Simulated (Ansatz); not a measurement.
**C3H4FNO: inversion of the pyramid at N1**

Wanted: the energy profile along the inversion of the pyramid at N1, from relaxed end points and a band of images. SMILES of the start: NC=C1OC1F.

All numbers below are computed with Ansatz 0.2.0 (RKS B3LYP/def2-SVP).

## Step 1: The starting structure

Bond lengths: N1–C2 1.376 Å, C2–C3 1.311 Å, C3–O4 1.337 Å, C3–C5 1.402 Å, O4–C5 1.470 Å, C5–F6 1.385 Å, N1–H7 1.008 Å, N1–H8 1.047 Å, C2–H9 1.044 Å, C5–H10 1.082 Å. Angles (14 of 16 angles, heavy atoms first): N1–C2–C3 128.1°, C2–C3–O4 141.2°, C2–C3–C5 153.5°, O4–C3–C5 64.9°, C3–O4–C5 59.7°, C3–C5–O4 55.4°, C3–C5–F6 118.9°, O4–C5–F6 117.8°, N1–C2–H9 112.3°, C3–C2–H9 119.5°, C2–N1–H7 111.9°, C2–N1–H8 108.0°, C3–C5–H10 123.0°, O4–C5–H10 113.9°.

As a file:

```xyz
10

N    -0.8714   -1.6738    0.6788
C    -0.1507   -0.8798   -0.1842
C     0.2372    0.3607   -0.0094
O     0.2402    1.3318    0.9094
C     0.9525    1.5129   -0.3637
F     0.4034    2.3820   -1.2922
H    -1.5497   -2.2392    0.1918
H    -1.3359   -1.0509    1.3811
H     0.1311   -1.3902   -1.0507
H     2.0264    1.5954   -0.2579
```

## Step 2: Relaxing end A

Input file input.yaml:

```yaml
crystal:
  periodic: [false, false, false]
  atoms:
    - { symbol: "N", position_ang: [-0.8714, -1.6738, 0.6788] }
    - { symbol: C, position_ang: [-0.1507, -0.8798, -0.1842] }
    - { symbol: C, position_ang: [0.2372, 0.3607, -0.0094] }
    - { symbol: O, position_ang: [0.2402, 1.3318, 0.9094] }
    - { symbol: C, position_ang: [0.9525, 1.5129, -0.3637] }
    - { symbol: F, position_ang: [0.4034, 2.382, -1.2922] }
    - { symbol: H, position_ang: [-1.5497, -2.2392, 0.1918] }
    - { symbol: H, position_ang: [-1.3359, -1.0509, 1.3811] }
    - { symbol: H, position_ang: [0.1311, -1.3902, -1.0507] }
    - { symbol: H, position_ang: [2.0264, 1.5954, -0.2579] }
basis:
  gaussian: { orbitals: def2-SVP }
hamiltonian:
  xc: b3lyp
relax:
  f_tol: 0.015
  max_steps: 40
```

The run is started by

```console
$ ansatz run input.yaml --threads 2 --pin off --max-ram 3072MiB --backend cpu --events-out ev --progress --plain --runs-dir out
```

The log of the run, cut to the lines that bear on the results:

```text
Warning: RAYON_NUM_THREADS=2 ignored (pool sized by the plan → 2); use --threads N
[...]
Functional definition: B3LYP
[...]
1159 factors; integrals over basis functions are off by at most 3.4e-4 eV
[...]
mean field -9420.15037186 eV, -346.1841409586 hartree, gradient 5.6e-5 eV, S^2 0.000000; 0 other end points of the search recorded, 0 dependent functions left out
[...]
reference -9420.15058621 eV, -346.1841488357 hartree; 23, 23 occupied and 81, 81 virtual orbitals, 1159 factors
relax step   1: F+E_penalty+E_count = -9420.15037186 eV  Δ(F+E_penalty+E_count) = +0.000e0 eV  max|allowed force component| = 1.913e0 eV/Å  Δτ_max = 0.0000 Å  (27 SCF iters, accepted)
[...]
relax step   3: F+E_penalty+E_count = -9420.44831291 eV  Δ(F+E_penalty+E_count) = -4.736e-2 eV  max|allowed force component| = 4.060e-1 eV/Å  Δτ_max = 0.0331 Å  (31 SCF iters, accepted)
[...]
relax step   5: F+E_penalty+E_count = -9420.46007610 eV  Δ(F+E_penalty+E_count) = -1.176e-2 eV  max|allowed force component| = 2.066e-1 eV/Å  Δτ_max = 0.0373 Å  (30 SCF iters, accepted)
[...]
relax step   7: F+E_penalty+E_count = -9420.46429339 eV  Δ(F+E_penalty+E_count) = -1.309e-3 eV  max|allowed force component| = 5.630e-2 eV/Å  Δτ_max = 0.0176 Å  (31 SCF iters, accepted)
[...]
relax step   9: F+E_penalty+E_count = -9420.46477225 eV  Δ(F+E_penalty+E_count) = -1.346e-4 eV  max|allowed force component| = 1.528e-2 eV/Å  Δτ_max = 0.0056 Å  (25 SCF iters, accepted)
[...]
relax step  11: F+E_penalty+E_count = -9420.46480005 eV  Δ(F+E_penalty+E_count) = -2.780e-5 eV  max|allowed force component| = 9.192e-3 eV/Å  Δτ_max = 0.0025 Å  (24 SCF iters, accepted)
1159 factors; integrals over basis functions are off by at most 3.5e-4 eV
[...]
mean field -9420.46480005 eV, -346.1956959814 hartree, gradient 1.2e-5 eV, S^2 0.000000; 1 other end points of the search recorded, 0 dependent functions left out
[...]
reference -9420.46501467 eV, -346.1957038686 hartree; 23, 23 occupied and 81, 81 virtual orbitals, 1159 factors
Total energy: -9420.46501467 eV, -346.1957038686 hartree
Atom 0 at    -0.903480    -1.650155     0.701242 Å, force     0.002979     0.003049    -0.001199 eV/Å
Atom 1 at    -0.162850    -0.931483    -0.240058 Å, force     0.002169    -0.004143    -0.005089 eV/Å
Atom 2 at     0.271351     0.318698    -0.103106 Å, force     0.001406     0.009192     0.006126 eV/Å
Atom 3 at     0.189582     1.355873     0.832003 Å, force    -0.001942    -0.004215    -0.007232 eV/Å
Atom 4 at     0.960495     1.542062    -0.349010 Å, force     0.002941    -0.005902     0.002600 eV/Å
Atom 5 at     0.475794     2.445624    -1.225415 Å, force    -0.000356     0.004731     0.000168 eV/Å
Atom 6 at    -1.600044    -2.268451     0.295223 Å, force    -0.002240    -0.002454    -0.000344 eV/Å
Atom 7 at    -1.312342    -1.078347     1.435383 Å, force    -0.001469     0.001015     0.004804 eV/Å
Atom 8 at     0.125817    -1.477060    -1.142609 Å, force     0.000359     0.001059     0.001336 eV/Å
Atom 9 at     2.038778     1.692139    -0.200653 Å, force    -0.003847    -0.002332    -0.001170 eV/Å
Dipole moment:    -0.074705    -0.403317    -0.084490 e Å
```

It took 50 s on 2 threads of Arm Neoverse N1, shared host; peak memory 0.22 GiB.

Step by step:

```
step  energy from step 1 (eV)  largest force component (eV/Å)
   1                   0.0000                          1.9128
   2                  -0.2506                          0.8318
   3                  -0.2979                          0.4060
  4x                  -0.2940                          0.3822
   5                  -0.3097                          0.2066
   6                  -0.3126                          0.1155
   7                  -0.3139                          0.0563
   8                  -0.3143                          0.0448
   9                  -0.3144                          0.0153
 10x                  -0.3144                          0.0180
  11                  -0.3144                          0.0092
```

Step 1 is the start. 2 steps were tried and not accepted (marked x).

After: Bond lengths: N1–C2 1.397 Å, C2–C3 1.331 Å, C3–O4 1.399 Å, C3–C5 1.425 Å, O4–C5 1.423 Å, C5–F6 1.349 Å, N1–H7 1.016 Å, N1–H8 1.016 Å, C2–H9 1.093 Å, C5–H10 1.099 Å. Angles (14 of 16 angles, heavy atoms first): N1–C2–C3 126.0°, C2–C3–O4 138.3°, C2–C3–C5 161.2°, O4–C3–C5 60.5°, C3–O4–C5 60.7°, C3–C5–O4 58.8°, C3–C5–F6 120.9°, O4–C5–F6 115.6°, N1–C2–H9 116.1°, C3–C2–H9 117.9°, C2–N1–H7 114.0°, C2–N1–H8 114.2°, C3–C5–H10 124.6°, O4–C5–H10 116.0°.

## Step 3: End point B

The second end starts from a geometry with the move made by hand.

Changes to input.yaml since step 2:

```diff
@@ -9,4 +9,4 @@
     - { symbol: F, position_ang: [0.4034, 2.382, -1.2922] }
-    - { symbol: H, position_ang: [-1.5497, -2.2392, 0.1918] }
-    - { symbol: H, position_ang: [-1.3359, -1.0509, 1.3811] }
+    - { symbol: H, position_ang: [-0.87781, -2.6386, 0.38544] }
+    - { symbol: H, position_ang: [-0.45541, -1.5743, 1.63486] }
     - { symbol: H, position_ang: [0.1311, -1.3902, -1.0507] }
```

The run is started by

```console
$ ansatz run input.yaml --threads 2 --pin off --max-ram 3072MiB --backend cpu --events-out ev --progress --plain --runs-dir out
```

The log of the run, cut to the lines that bear on the results:

```text
Warning: RAYON_NUM_THREADS=2 ignored (pool sized by the plan → 2); use --threads N
[...]
[... 1 set-up line as earlier in the session ...]
[...]
1160 factors; integrals over basis functions are off by at most 4.7e-4 eV
[...]
mean field -9420.05848301 eV, -346.1807641055 hartree, gradient 4.1e-5 eV, S^2 0.000000; 0 other end points of the search recorded, 0 dependent functions left out
[...]
reference -9420.05869434 eV, -346.1807718720 hartree; 23, 23 occupied and 81, 81 virtual orbitals, 1160 factors
relax step   1: F+E_penalty+E_count = -9420.05848301 eV  Δ(F+E_penalty+E_count) = +0.000e0 eV  max|allowed force component| = 2.246e0 eV/Å  Δτ_max = 0.0000 Å  (27 SCF iters, accepted)
[...]
relax step   4: F+E_penalty+E_count = -9420.43636489 eV  Δ(F+E_penalty+E_count) = -2.158e-2 eV  max|allowed force component| = 5.705e-1 eV/Å  Δτ_max = 0.2000 Å  (30 SCF iters, accepted)
[...]
Total energy: -9420.45775877 eV, -346.1954372192 hartree
Atom 0 at    -0.865932    -1.703049     0.643728 Å, force     0.004651     0.004553    -0.007667 eV/Å
Atom 1 at    -0.096804    -0.977576    -0.268832 Å, force    -0.002354    -0.001964     0.006352 eV/Å
Atom 2 at     0.381892     0.249726    -0.081900 Å, force    -0.004358     0.000450     0.002060 eV/Å
Atom 3 at     0.398818     1.218558     0.927251 Å, force     0.000263    -0.004791    -0.000193 eV/Å
Atom 4 at     0.959982     1.526527    -0.343019 Å, force     0.002324     0.004513    -0.000382 eV/Å
Atom 5 at     0.298909     2.457428    -1.060703 Å, force     0.002348    -0.000789    -0.000836 eV/Å
Atom 6 at    -0.677314    -2.701293     0.646976 Å, force    -0.000758    -0.001068     0.001254 eV/Å
Atom 7 at    -0.862577    -1.327537     1.588187 Å, force     0.000752    -0.000382    -0.000305 eV/Å
Atom 8 at     0.058587    -1.444947    -1.245073 Å, force    -0.000229    -0.000585     0.001052 eV/Å
Atom 9 at     2.039919     1.728264    -0.356215 Å, force    -0.002639     0.000063    -0.001337 eV/Å
Dipole moment:     0.282640    -0.541288     0.028323 e Å
```

Wall time 55 s (2 threads of Arm Neoverse N1, shared host); peak memory 0.22 GiB.

Step by step:

| step | energy from step 1 (eV) | largest force component (eV/Å) |
| --- | --- | --- |
| 1 | 0.0000 | 2.2463 |
| 2 | -0.2881 | 0.8410 |
| 3 | -0.3563 | 0.3814 |
| 4 | -0.3779 | 0.5705 |
| 5x | -0.3389 | 1.7629 |
| 6 | -0.3924 | 0.1470 |
| 7 | -0.3956 | 0.1073 |
| 8 | -0.3979 | 0.1061 |
| 9 | -0.3988 | 0.0562 |
| 10 | -0.3988 | 0.0190 |
| 11 | -0.3990 | 0.0285 |
| 12 | -0.3991 | 0.0077 |

Step 1 is the start. 1 step was tried and not accepted (marked x).

After: Bond lengths: N1–C2 1.397 Å, C2–C3 1.331 Å, C3–O4 1.399 Å, C3–C5 1.426 Å, O4–C5 1.422 Å, C5–F6 1.349 Å, N1–H7 1.016 Å, N1–H8 1.016 Å, C2–H9 1.093 Å, C5–H10 1.099 Å. Angles (14 of 16 angles, heavy atoms first): N1–C2–C3 125.8°, C2–C3–O4 138.1°, C2–C3–C5 161.1°, O4–C3–C5 60.5°, C3–O4–C5 60.7°, C3–C5–O4 58.8°, C3–C5–F6 121.1°, O4–C5–F6 115.6°, N1–C2–H9 116.1°, C3–C2–H9 117.9°, C2–N1–H7 114.2°, C2–N1–H8 114.4°, C3–C5–H10 124.4°, O4–C5–H10 116.0°.

## Step 4: The band

crystal.atoms is end A as relaxed above, and neb.final_atoms is end B, turned to lie on A. With 9 inner images the band has 11 in all.

Input file input.yaml:

```yaml
crystal:
  periodic: [false, false, false]
  atoms:
    - { symbol: "N", position_ang: [-0.90348, -1.650155, 0.701242] }
    - { symbol: C, position_ang: [-0.16285, -0.931483, -0.240058] }
    - { symbol: C, position_ang: [0.271351, 0.318698, -0.103106] }
    - { symbol: O, position_ang: [0.189582, 1.355873, 0.832003] }
    - { symbol: C, position_ang: [0.960495, 1.542062, -0.34901] }
    - { symbol: F, position_ang: [0.475794, 2.445624, -1.225415] }
    - { symbol: H, position_ang: [-1.600044, -2.268451, 0.295223] }
    - { symbol: H, position_ang: [-1.312342, -1.078347, 1.435383] }
    - { symbol: H, position_ang: [0.125817, -1.47706, -1.142609] }
    - { symbol: H, position_ang: [2.038778, 1.692139, -0.200653] }
basis:
  gaussian: { orbitals: def2-SVP }
hamiltonian:
  xc: b3lyp
neb:
  order_check: false
  images: 9
  f_tol: 0.05
  max_iterations: 60
  initial_path: idpp
  final_atoms:
    - { symbol: "N", position_ang: [-1.23770831, -1.48819496, 0.49456171] }
    - { symbol: C, position_ang: [-0.26480218, -0.88439668, -0.30513573] }
    - { symbol: C, position_ang: [0.27311236, 0.31597901, -0.10486143] }
    - { symbol: O, position_ang: [0.1937461, 1.34918994, 0.83507678] }
    - { symbol: C, position_ang: [0.99051106, 1.52732804, -0.32972717] }
    - { symbol: F, position_ang: [0.54285066, 2.45037278, -1.205086] }
    - { symbol: H, position_ang: [-1.13502659, -2.49462429, 0.58748568] }
    - { symbol: H, position_ang: [-1.36779888, -1.048918, 1.40182988] }
    - { symbol: H, position_ang: [0.01906701, -1.42853211, -1.21010171] }
    - { symbol: H, position_ang: [2.06914977, 1.65069629, -0.16104202] }
```

The run is started by

```console
$ ansatz run input.yaml --threads 2 --pin off --max-ram 3072MiB --backend cpu --events-out ev --progress --plain --runs-dir out
```

The log of the run, cut to the lines that bear on the results:

```text
Warning: RAYON_NUM_THREADS=2 ignored (pool sized by the plan → 2); use --threads N
[...]
[... 1 set-up line as earlier in the session ...]
[...]
1164 factors; integrals over basis functions are off by at most 3.2e-4 eV
[...]
mean field -9420.46480204 eV, -346.1956960545 hartree, gradient 1.1e-5 eV, S^2 0.000000; 0 other end points of the search recorded, 0 dependent functions left out
[...]
reference -9420.46501577 eV, -346.1957039091 hartree; 23, 23 occupied and 81, 81 virtual orbitals, 1164 factors
1164 factors; integrals over basis functions are off by at most 4.3e-4 eV
[...]
mean field -9420.45754601 eV, -346.1954294005 hartree, gradient 4.6e-5 eV, S^2 0.000000; 0 other end points of the search recorded, 0 dependent functions left out
[...]
reference -9420.45775994 eV, -346.1954372623 hartree; 23, 23 occupied and 81, 81 virtual orbitals, 1164 factors
[...]
Atom 0 at    -1.127159    -1.513177     0.574182 Å, force     0.003200     0.005651    -0.002124 eV/Å
Atom 1 at    -0.246070    -0.877429    -0.274058 Å, force     0.002409    -0.003713    -0.012132 eV/Å
Atom 2 at     0.291998     0.328037    -0.095870 Å, force    -0.008641     0.003931     0.008807 eV/Å
Atom 3 at     0.252374     1.363371     0.853670 Å, force     0.009486     0.002088    -0.009477 eV/Å
Atom 4 at     1.044373     1.516048    -0.316540 Å, force    -0.004889    -0.010209     0.005790 eV/Å
Atom 5 at     0.622639     2.458164    -1.187992 Å, force    -0.000924     0.003957    -0.000298 eV/Å
Atom 6 at    -1.471487    -2.434586     0.358925 Å, force    -0.002767    -0.001394     0.002890 eV/Å
Atom 7 at    -1.432106    -1.074762     1.430620 Å, force     0.000045    -0.002152     0.000784 eV/Å
Atom 8 at     0.020595    -1.423148    -1.182802 Å, force     0.001533    -0.000843     0.003977 eV/Å
Atom 9 at     2.127945     1.606380    -0.157135 Å, force     0.000549     0.002683     0.001783 eV/Å
Dipole moment:    -0.022311    -0.628967     0.024278 e Å
this run last wrote the band of iteration 5 to <dir>
```

It took 3.5 min on 2 threads of Arm Neoverse N1, shared host; peak memory 0.24 GiB.

(Part 1 of 2 ends here.)
